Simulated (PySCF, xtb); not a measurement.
SiCl4, SMILES Cl[Si](Cl)(Cl)Cl.

GFN2-xTB run with xtb 6.7.1 at its own geometry gives an orbital gap of 7.14 eV and a dipole moment of 0.00 D.

The structure is a stationary point at ωB97X-D3(BJ)/def2-SVP. The isomer is the one that the SMILES or the coordinates give; other isomers of the formula were not compared.

Problem. What does PySCF with PBE0/def2-TZVP give? (Estimate from the structure and the level; the computed values follow.)

Solution. gap 8.87 eV (levels -9.55 and -0.68 eV), dipole 0.00 D.
